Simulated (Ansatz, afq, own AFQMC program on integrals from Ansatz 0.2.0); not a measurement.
Atomization energy of B₂H₂, singlet

```csv
atom,x (Å),y (Å),z (Å)
B,0.0000,0.0000,0.7529
B,0.0000,0.0000,-1.0096
H,0.0000,1.0240,1.3765
H,0.0000,-1.0240,1.3765
```

Connectivity, by distances: BH2–B.

Atoms in their ground-state spins without spin–orbit coupling (mostly on UHF) minus the molecule (RHF), without zero-point energy. The geometry is a stationary point, not shown to be a minimum.

Basis cc-pVTZ. Only valence electrons are correlated. Ansatz 0.2.0 and our own AFQMC program on the same integrals; the CISD trial comes from CCSD amplitudes, and released means the phaseless constraint is let go. Uncertainties: one standard error, sampling alone. The errors of all members are added in quadrature.

No full CI on the walks' own integrals is used here; CCSDT(Q) serves as the reference and is uncertain by about the last step of the cluster series. Each member takes its own surest rung, up to full CI.

The best estimate is CCSD(T) at the basis-set limit (CBS: def2-TZVPP and def2-QZVPP, with their diffuse functions for anions and beside diffuse sets, CCSD(T) itself extrapolated) plus the step from CCSD(T) to CCSDT(Q) in cc-pVTZ. Rows without CBS are in cc-pVTZ; B2PLYP and the wave-function rows carry a basis error of their own. Core correlation and relativity beyond core potentials are missing, and ± holds the sampling alone.

Cautions: B₂H₂ (singlet): another spin lies lower, restricted determinant unstable towards unrestricted (UHF 599 meV lower, ⟨S²⟩ 0.86), CCSDT(Q) on the UHF determinant differs (156 meV lower), perhaps since the unrestricted series falls towards higher spin, its ph-AFQMC/CISD value lies 22 ± 4 meV above CCSDT(Q).

Best estimate: 10.491 eV.

| level | atomization energy (eV) | error against the best estimate (eV) |
| --- | --- | --- |
| HF | 8.237 | -2.253 |
| MP2 | 10.214 | -0.277 |
| CCSD | 10.161 | -0.330 |
| CCSD(T) | 10.251 | -0.240 |
| ph-AFQMC/CISD | 10.254 ± 0.004 | -0.236 ± 0.004 |
| released AFQMC | 10.263 ± 0.005 | -0.228 ± 0.005 |
| HF/CBS | 8.264 | -2.226 |
| MP2/CBS | 10.463 | -0.028 |
| CCSD(T)/CBS | 10.475 | -0.016 |
| surest rungs in cc-pVTZ | 10.267 | -0.224 |

Correlation beyond CCSD(T) adds 0.016 eV. Going to the basis-set limit adds 0.224 eV at CCSD(T). The perturbative (T) step is worth +0.090 eV.

Best estimates are given only where the step beyond CCSD(T) is under 0.3 eV and no member's determinant is very poor (T1 over 0.05, or 0.07 for open shells, ⟨S²⟩ too high by 0.3, two states mixed), so the hardest cases are missing from such tables.

Each member of a difference takes its own highest rung, so a best estimate needn't equal the limit plus the step of one row. A walk keeps the symmetry of its determinant, which the program's search chose and which needn't be the lowest solution, so a lower state of the same spin and another symmetry isn't excluded. Released energies are given only where the last usable release times agree within the noise; a slower fall can still hide under it.
